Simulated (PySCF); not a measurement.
An unknown shows these calculated signals:

¹H NMR (300 MHz, computed): δ 2.23 (q, J = 8.3 Hz, 2H), 1.32 (t, J = 8.3 Hz, 3H).

¹³C{¹H} NMR (computed): δ 124.7 (C), 14.0 (CH3), 11.8 (CH2).

Theoretical values (PySCF): shieldings: GIAO PBE0/pcSseg-1, J couplings at B3LYP/pcJ-1, GFN2-xTB geometry. Fast rotation and ring inversion assumed for equivalent nuclei, single conformer, isolated molecule, non-relativistic.

Referencing at the same level of theory: TMS for ¹H (σ = 31.72 ppm), ¹³C (σ = 186.93 ppm).

Which of these does the molecule contain: a nitrile, a benzene ring, a Si–H bond, a (CH3)2CH unit, a CH3CH2 unit?

## Answers


- A nitrile: yes (δC 124.7).
- A benzene ring: no.
- A Si–H bond: no.
- A (CH3)2CH unit: no.
- A CH3CH2 unit: yes (δC 14.0, 11.8; δH 1.32 (t), 2.23 (q)).

The data belong to `C(CC)#N`, C$_{3}$H$_{5}$N; they needn't prove each group on their own.

Carbon signals by region: 1 in the sp2 and nitrile region (100–160 ppm), 2 below 50 ppm.

Splittings below 1 Hz are ignored in the labels, and close J values are merged. Unscaled 3J(H,H) at this level run about 10 % above measured values. Shifts are as computed. Against solution values, carbons near 30 ppm lie about +3 ppm off and those near 130 ppm about +5 ppm. Of 1211 compounds with measured shifts, 218 miss one by over three times the rms of a fit or turn the order of signals round; such compounds aren't used in these exercises.
